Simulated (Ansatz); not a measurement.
Basis-set extrapolation for F₄S (`FS(F)(F)F`) (PBE0-D4/def2-TZVP geometry, frozen core, Ansatz). Multiplicity 1, RHF reference.

```
                      def2-TZVPP   def2-QZVPP
                 HF  -795.391521  -795.424285
    MP2 correlation    -1.206246    -1.323730
CCSD(T) correlation    -1.248666      not run
```

Energies in hartree. Use E(X) = E(∞) + A·exp(−7.88·√X) for Hartree–Fock and E(X) = E(∞) + B·X^(−2.97) for correlation, with X = 3 and 4, and add CCSD(T) minus MP2 of the smaller set to the MP2 limit.

Q: What is the CCSD(T) energy at the basis-set limit?

A: HF limit: -795.424285 + (-0.032764) × 0.13774 = -795.42880. MP2 limit: -1.323730 + (-0.117484) × 0.74074 = -1.41076. Higher-order term: -1.248666 − (-1.206246) = -0.04242. Total: -796.88198 hartree, 6.58 eV below CCSD(T)/def2-TZVPP.
